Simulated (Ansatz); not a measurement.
**AlH₃+ (quartet): from Hartree-Fock to the top rungs, def2-TZVPP**

An exercise on one series of results from a longer session: the logs are not shown, and one member is left open.

The runs use Ansatz 0.2.0, Gaussian basis; def2-TZVPP, core rule «outside noble gas», up to 5 orbitals frozen.

The runs, in order: UHF; ROHF; CCSD(T) on UHF.

2 further runs of the same task are left out: 2 set aside as unsound or not needed.

## The system

The geometry is a PBE0/def2-TZVP stationary point (not a proven minimum) of the parent state, kept for this charge and spin.

4 atoms, charge 1, spin multiplicity 4.

Atoms are counted from 1 here; the program's logs count them from 0.

Bond lengths: Al1–H2 1.590 Å, Al1–H3 1.843 Å, Al1–H4 1.843 Å, H3–H4 0.841 Å. Angles: H2–Al1–H3 101.8°, H2–Al1–H4 101.8°, H3–Al1–H4 26.4°, Al1–H3–H4 76.8°, Al1–H4–H3 76.8°.

The first run:

The input, in.yaml:

```yaml
crystal:
  periodic: [false, false, false]
  atoms:
    - {symbol: Al, position_ang: [0.000000, 0.074413, -0.095633]}
    - {symbol: H, position_ang: [0.000000, -1.372409, -0.753982]}
    - {symbol: H, position_ang: [0.420650, -0.309773, 1.656991]}
    - {symbol: H, position_ang: [-0.420650, -0.309773, 1.656991]}
basis:
  gaussian: {orbitals: def2-TZVPP}
total_charge: 1
magnetization: {spin_polarized: true, initial_magnetization: 3}
hamiltonian: {xc: hf}
output: {orbitals: {seedname: orbitals}}
```

On the command line:

```console
> ansatz run in.yaml --threads 1 --pin off --events-out ev --progress --plain --max-ram 2816MiB --backend cpu
```

Among the steps run: UHF; ROHF; CCSD(T) on UHF.

One of the session's tables, all rows but one given; the rest of the session is left out.

It belongs to the step «Misses and costs». 

```
  method  from UCCSD(T) (meV)
    ROHF              +1730.4
     UHF              +1715.5
    UMP2               +415.3
   UCCSD                    ?
UCCSD(T)                    0
```

Estimate the missing values for UCCSD.

**Answer.** from UCCSD(T) (meV): +31.8. In the column «from UCCSD(T) (meV)» it lies between UCCSD(T) (0) and UMP2 (+415.3).
